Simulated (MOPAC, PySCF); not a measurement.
C$_{3}$H$_{6}$, SMILES `C=CC`, neutral singlet in the gas phase. 

Cartesian coordinates (Å):
SMILES: C=CC
```xyz
9

C      1.3834    -0.0293     0.0648
C      0.1446     0.1285     0.5090
C     -1.0872    -0.0450    -0.3106
H      1.5827    -0.3060    -0.9664
H      2.2417     0.1113     0.7114
H     -0.0070     0.4063     1.5505
H     -1.6774     0.8767    -0.3322
H     -0.8467    -0.3223    -1.3387
H     -1.7342    -0.8202     0.1122
```
Charge 0, multiplicity 1.

All levels are single points at this geometry (PBE0-D3(BJ)/def2-TZVP); Pople sets use spherical d functions. Orbital energies aren't observables, and empty levels follow the basis.

BP86/6-31G* in PySCF gives dipole (D) = 0.39.

**Question.** Estimate the dipole (D) from each of these levels: PBE0-D3(BJ)/def2-TZVP in PySCF; B3LYP/6-311+G** in PySCF; M06-2X/6-31G* in PySCF; PBE/6-31G* in PySCF; PM3 in MOPAC.

**Answer.** 
```
level                           dipole (D)
------------------------------  ----------
PBE0-D3(BJ)/def2-TZVP in PySCF        0.42
B3LYP/6-311+G** in PySCF              0.43
M06-2X/6-31G* in PySCF                0.34
PBE/6-31G* in PySCF                   0.39
PM3 in MOPAC                          0.23
```
